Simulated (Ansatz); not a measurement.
# B2HF (singlet): from Hartree-Fock to the top rungs at a displaced geometry (v1), cc-pVDZ

One table from this session's results is given with a row withheld; the runs are named, their logs left out.

Method: cc-pVDZ, core rule «outside noble gas», up to 3 orbitals frozen; program: Ansatz 0.2.0, Gaussian basis.

Plan: UHF; CCSD(T) on RHF; CCSD(T) on UHF; BCCD(T) on RHF; CISD; CCSDT(Q) on RHF; CCSDT(Q) on UHF; CASSCF and MRCISD+Q, 8 electrons in 8 orbitals; CASSCF and NEVPT2, 8 electrons in 8 orbitals.

19 further runs of the same task are left out: 8 that didn't finish, 11 set aside as unsound or not needed.

## The system

The geometry is a PBE0/def2-TZVP stationary point (not a proven minimum) with its atoms shifted at random (size 0.040 Å).

4 atoms, charge 0, spin multiplicity 1.

Atoms are counted from 1 here; the program's logs count them from 0.

Bond lengths: B1–B2 1.527 Å, B1–H4 1.151 Å, B2–F3 1.330 Å. Angles: B2–B1–H4 176.8°, B1–B2–F3 176.2°.

The first run:

Input file in.yaml:

```yaml
crystal:
  periodic: [false, false, false]
  atoms:
    - {symbol: B, position_ang: [0.002337, -0.001845, 0.808011]}
    - {symbol: B, position_ang: [0.001504, -0.017987, -0.718802]}
    - {symbol: F, position_ang: [0.049468, 0.041323, -2.046333]}
    - {symbol: H, position_ang: [-0.053309, -0.021491, 1.957124]}
basis:
  gaussian: {orbitals: cc-pVDZ}
magnetization: {spin_polarized: true, initial_magnetization: 0}
hamiltonian: {xc: hf}
output: {orbitals: {seedname: orbitals}}
```

On the command line:

```
> ansatz run in.yaml --threads 1 --pin off --events-out ev --progress --plain --max-ram 2393MiB
```

Steps of the session up to this table: UHF; CCSD(T) on RHF; CCSD(T) on UHF; BCCD(T) on RHF; CISD; CCSDT(Q) on RHF; CCSDT(Q) on UHF; CASSCF and MRCISD+Q, 8 electrons in 8 orbitals; CASSCF and NEVPT2, 8 electrons in 8 orbitals.

One of the session's tables, all rows but one given; the rest of the session is left out.

It belongs to the step «Misses and costs». 

```
           method  from RCCSDT(Q) (kcal/mol)
              RHF                          ?
              UHF                    +210.42
             RMP2                     +28.39
             UMP2                     +14.02
             CISD                     +31.46
            RCCSD                     +11.13
            UCCSD                      -2.17
         RCCSD(T)                      +4.97
         UCCSD(T)                      -8.27
          BCCD(T)                      +4.85
           RCCSDT                      +1.97
           UCCSDT                     -13.11
        RCCSDT(Q)                          0
        UCCSDT(Q)                     -15.25
  CASSCF frontier                    +148.79
  MRCISD frontier                     +17.84
MRCISD+Q frontier                      +5.92
```

**Question.** Estimate the row for RHF.

**Answer.** from RCCSDT(Q) (kcal/mol): +233.21. In the column «from RCCSDT(Q) (kcal/mol)» it is the highest.

Not comparable, so not listed: CASSCF and NEVPT2, 8 electrons in 8 orbitals (they don't share determinant, frozen orbitals or solution with the rows shown, or repeat one).

Caveats from the session: The determinant is far from a pure spin state, so its energy mixes those of several spin states (harmless only where they are near-degenerate, as at dissociation). The report flags that the cluster equations may have other roots. The program flags UCCSD(T), RCCSDT(Q), UCCSDT(Q) as in doubt, so the zero of the table is itself unsure. Warnings: restricted reference is unstable; spin contamination. Restricted and unrestricted rows rest on different reference determinants; where their highest levels disagree by more than a few hundredths of an eV, they describe different states and don't form one ladder. Warnings in the runs' records: passed over end.
